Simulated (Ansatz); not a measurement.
# BFH4O: the cost of one run

Method: RKS LDA/def2-SVP, in Ansatz 0.2.0.

## Step 1: The system as given

Bond lengths: B1–F2 1.670 Å, B1–H3 1.190 Å, B1–H4 1.190 Å, B1–O5 1.710 Å, O5–H6 1.010 Å, F2–H7 1.041 Å, O5–H7 1.132 Å. Angles: B1–F2–H7 80.7°, F2–B1–H3 120.0°, F2–B1–H4 120.0°, F2–B1–O5 71.6°, H3–B1–H4 120.0°, H3–B1–O5 97.0°, H4–B1–O5 101.2°, B1–O5–H6 109.5°, B1–O5–H7 76.7°, H6–O5–H7 144.1°, F2–H7–O5 131.0°.

Structure file:

```xyz
7

B     0.0000    0.0000    0.0000
F     0.0000    0.0000    1.6700
H     1.0305    0.0000   -0.5950
H    -1.0305    0.0000   -0.5950
O     0.0715   -1.6212    0.5392
H    -0.4750   -2.2058   -0.0770
H     0.0453   -1.0266    1.5024
```

## Step 2: Pulling towards end A

Springs on the bonds that form and break draw the guess towards this end; the thresholds are loose.

Contents of input.yaml:

```yaml
crystal:
  periodic: [false, false, false]
  atoms:
    - { symbol: B, position_ang: [0.0, 0.0, 0.0] }
    - { symbol: F, position_ang: [0.0, 0.0, 1.67] }
    - { symbol: H, position_ang: [1.0305, 0.0, -0.595] }
    - { symbol: H, position_ang: [-1.0305, 0.0, -0.595] }
    - { symbol: O, position_ang: [0.0715, -1.6212, 0.5392] }
    - { symbol: H, position_ang: [-0.475, -2.2058, -0.077] }
    - { symbol: H, position_ang: [0.0453, -1.0266, 1.5024] }
basis:
  gaussian: { orbitals: def2-SVP }
hamiltonian:
  xc: lda
relax:
  f_tol: 0.15
  max_steps: 25
  restrain:
    - { distance: [0, 4], at: 2.61, k: 30.0 }
    - { distance: [6, 1], at: 2.12, k: 30.0 }
    - { distance: [0, 1], at: 1.32, k: 30.0 }
    - { distance: [6, 4], at: 1.01, k: 30.0 }
```

Command:

```
$ ansatz run input.yaml --threads 1 --pin off --max-ram 2048MiB --backend cpu --events-out ev --progress --plain --runs-dir out
```

**Question.** How long does this run take on 1 thread of Arm Neoverse V1, shared host, and how much memory does it need?

About 11 s, with a peak of 0.12 GiB.
